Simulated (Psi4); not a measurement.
Psi4 input (wB97X-D/6-31G*):

```
memory 1500 MB

molecule {
-1 2
O    -1.26170112    0.44861239   -0.01279754
S    -0.01151049   -0.41288437   -0.00531408
O     1.28472211    0.37715635    0.02342570
symmetry c1
no_reorient
no_com
}

set {
  basis 6-31G*
  reference uks
  scf_type pk
  dft_radial_points 99
  dft_spherical_points 590
  e_convergence 1e-8
  d_convergence 1e-7
  maxiter 150
}

e = energy('wb97x-d')
print_out(f'\nFINAL {e:.10f} DIPOLE {variable("CURRENT DIPOLE")[0]:.6f} {variable("CURRENT DIPOLE")[1]:.6f} {variable("CURRENT DIPOLE")[2]:.6f}\n')
```

From the last part of the output:

```
              A
    DOCC [    16 ]
    SOCC [     1 ]
    NA   [    17 ]
    NB   [    16 ]

  @UKS Final Energy:  -548.54832361064462

   => Energetics <=

    Nuclear Repulsion Energy =            102.5182574219813034
    One-Electron Energy =                -969.6898604509044617
    Two-Electron Energy =                 349.6584009527449552
    DFT Exchange-Correlation Energy =     -31.0350364818946360
    Empirical Dispersion Energy =          -0.0000850525717990
    VV10 Nonlocal Energy =                  0.0000000000000000
    Total Energy =                       -548.5483236106446157

  UHF NO Occupations:
  HONO-2 :   15  A 1.9995190
  HONO-1 :   16  A 1.9994125
  HONO-0 :   17  A 1.0000000
  LUNO+0 :   18  A 0.0005875
  LUNO+1 :   19  A 0.0004810
  LUNO+2 :   20  A 0.0004254
  LUNO+3 :   21  A 0.0000484

Computation Completed

Properties will be evaluated at   0.000000,   0.000000,   0.000000 [a0]

Properties computed using the SCF density matrix

 Multipole Moments:

 ------------------------------------------------------------------------------------
     Multipole            Electronic (a.u.)      Nuclear  (a.u.)        Total (a.u.)
 ------------------------------------------------------------------------------------

 L = 1.  Multiply by 2.5417464519 to convert [e a0] to [Debye]
 Dipole X            :         -0.0188159            0.0000002           -0.0188158
 Dipole Y            :         -0.6749654            0.0000000           -0.6749654
 Dipole Z            :         -0.0086872            0.0000000           -0.0086872
 Magnitude           :                                                    0.6752835

 ------------------------------------------------------------------------------------

FINAL -548.5483236106 DIPOLE -0.018816 -0.674965 -0.008687

*** Psi4 exiting successfully. Buy a developer a beer!
```

The dipole moment of an ion depends on the origin.
